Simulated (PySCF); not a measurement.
# C₃H₉P₂+: magnetic properties

An exercise on one series of results from a longer session: the logs are not shown, and one member is left open.

Computed with PySCF 2.14.0 and routines of our own; the level stands in each step. Atoms count from 0.

## The system as given

14 atoms, charge 1, multiplicity 1; geometry from: GFN2-xTB.

Set-up of the first run:

Job settings and geometry (Å):

```
{"job": {"xc": "PBE0", "basis": "def2-SVP", "d3": "d3bj", "grid": 1, "kind": "geom"}, "charge": 1, "multiplicity": 1}
C      1.006066    -1.363392    -0.536550
P      0.198634     0.185277     0.021378
P      1.123999     2.095145     0.472545
C     -1.333921    -0.117369     0.934976
C     -1.524770     0.310494    -0.516608
H      1.735516    -1.685506     0.206559
H      0.245124    -2.132514    -0.661337
H      1.514268    -1.192116    -1.485350
H      2.128284     1.500912     1.250595
H      1.900596     2.074064    -0.694922
H     -1.608220     0.595658     1.701757
H     -1.573582    -1.141219     1.192709
H     -1.890073    -0.431514    -1.215195
H     -1.922600     1.301607    -0.692723
```

Run with:

```bash
OMP_NUM_THREADS=1 python excited_run.py task.json out
```

The driver reads the jobs from task.json and runs them one after another.

Among the steps run: Geometry optimisation at PBE0-D3(BJ)/def2-SVP; Magnetic properties: GIAO B97-D/pcSseg-1; Magnetic properties: GIAO LC-wPBE/pcSseg-1; Magnetic properties: GIAO B3LYP/6-311+G(2d,p); Magnetic properties: GIAO B3LYP/IGLO-II; Magnetic properties: GIAO B3LYP/MINI; Magnetic properties: GIAO B3LYP/ANO-RCC-VDZP.

One table of the session follows, with a row left open; its other results are not shown here.

It belongs to the step «Magnetic properties side by side». 

```
                   level  gap (eV)
     GIAO B97-D/pcSseg-1         ?
   GIAO LC-wPBE/pcSseg-1     12.62
GIAO B3LYP/6-311+G(2d,p)      7.22
      GIAO B3LYP/IGLO-II      7.27
         GIAO B3LYP/MINI      6.78
 GIAO B3LYP/ANO-RCC-VDZP      7.27
```

**Question.** Estimate the row for GIAO B97-D/pcSseg-1.

The run gave: gap (eV): 5.65. In the column «gap (eV)» it is the lowest.

Limits of these values: For an ion, the motion of the centre of mass in the field is left out. GIAO B3LYP/MINI has a minimal basis, so it is left out of the spread where two other levels stand. Vibrational averaging and real surroundings are missing from these values.
